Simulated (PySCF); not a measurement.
# Computed properties of C2H6S, SMILES CSC

dimethyl sulfide (C₂H₆S), SMILES CSC. Geometry optimised at PBE0-D3(BJ)/def2-TZVP. The values are those of a single conformer. All values are computed for the isolated molecule unless a solvent is named; none is compared with measurement here.

**Structure.** The optimised structure has C2v symmetry. All 21 harmonic modes at PBE0-D3(BJ)/def2-TZVP (PySCF) are real, so it is a minimum. With heavy atoms numbered as in [CH3:1][S:2][CH3:3], the shortest bond between them is S2–C3 at 1.795 Å and the longest C1–S2 at 1.795 Å.

**Vibrations.** The strongest infrared lines (harmonic, unscaled, degenerate partners summed) lie at 3043 cm⁻¹ (32 km/mol, H 98 %), 3120 cm⁻¹ (29 km/mol, H 90 %, C 10 %), 3047 cm⁻¹ (28 km/mol, H 98 %). The softest mode is at 189 cm⁻¹ and the zero-point energy is 47.5 kcal/mol.

**Electronic structure.** r2SCAN/def2-TZVPD (PySCF) places the frontier levels at -5.27 and 0.17 eV, a gap of 5.44 eV, and gives a dipole moment of 1.64 D and a mean polarisability of 49.6 bohr³. PBE/def2-TZVPD (PySCF) at the same geometry gives -5.06 and -0.33 eV, so its gap is 0.71 eV narrower. An orbital gap is neither the optical nor the fundamental gap.

**Excitations.** TDDFT-B3LYP/def2-SVPD (PySCF) has S1 at 5.30 eV (234 nm, f = 0.000, dark); the most intense of the 10 singlets computed lies at 7.77 eV (f = 0.07). T1 (TDA) is at 4.93 eV. TDDFT-PBE/def2-SVPD (PySCF) puts S1 at 5.06 eV. No vertical singlet excitation falls in the visible range (under 3.1 eV).

**NMR.** GIAO shifts at B3LYP/pcSseg-1 (PySCF) (non-relativistic, atoms alike by connectivity averaged): ¹³C at 23.1 ppm against TMS; ¹H at 1.9 ppm against TMS.

**Solvation.** SMD-M06-2X/def2-SVP (PySCF) gives -0.1 kcal/mol in water, -2.6 kcal/mol in cyclohexanone, -2.7 kcal/mol in tetrahydrofuran (1 M in both phases, gas-phase geometry); of these solvents tetrahydrofuran holds the molecule best.
